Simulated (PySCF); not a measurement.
## State search for AlS

Unrestricted PBE0; PySCF, no relativity, basis sets Al def2-TZVP, S def2-TZVP. Outer shells of the fragments: Al 3s2 3p1; S 3s2 3p4.

Followed along the bond (rough minima from three points):

```json
{"2Ms+1": "2", "unpaired": "σ ↑", "⟨S²⟩ at the start": "0.76", "R at minimum (Å)": "2.04", "Te (eV)": "0.00"}
{"2Ms+1": "2", "unpaired": "π ↑", "⟨S²⟩ at the start": "0.76", "R at minimum (Å)": "2.27", "Te (eV)": "0.60"}
{"2Ms+1": "4", "unpaired": "σ ↑, π ↑↑", "⟨S²⟩ at the start": "3.76", "R at minimum (Å)": "2.25", "Te (eV)": "2.89"}
```

Solutions found at the starting distance of 2.180 Å, counted from the lowest of them; the search is not exhaustive and high or unbound solutions are not listed, so other states can lie among these:

```tsv
2Ms+1	unpaired	term	E (eV)	⟨S²⟩	⟨Lz²⟩	μ (D)
2	σ ↑	²Σ⁺	0.00	0.76	0.00	-4.15
2	π ↑	²Π	0.45	0.76	1.01	-0.66
4	σ ↑, π ↑↑	mixed	2.73	3.76	2.02	-0.80
4	σ ↑, π ↑↑	mixed	2.96	3.76	2.01	-0.78
2	σ ↑, π ↑↓	mixed	3.07	1.76	2.02	-0.84
4	σ ↑↑, π ↑	⁴Π	5.11	3.76	1.00	-1.66
4	π ↑↑↑	⁴Π	5.14	3.77	1.01	4.31
4	σ ↑↑, π ↑	⁴Π	5.35	3.76	1.02	-0.11
4	σ ↑↑↑	⁴Σ⁺	7.70	3.77	0.00	-0.60
```

A term symbol is given only where ⟨S²⟩ and ⟨Lz²⟩ are close to those of a pure state; real π, δ and φ orbitals otherwise mix terms. A positive dipole means Al(−)S(+).

Task: Compare the gap between the two lowest followed solutions at the starting distance with the gap between their minima.

Result: At PBE0 the second solution (doublet, unpaired electrons π ↑) lies +0.45 eV from the first (doublet, unpaired electrons σ ↑) at 2.180 Å and +0.60 eV at the minima; the two curves relax by different amounts, since their minima lie near 2.27 and 2.04 Å.

Counting both spins, an empty level lies below a filled one in some of these solutions, because spin and occupation are held.
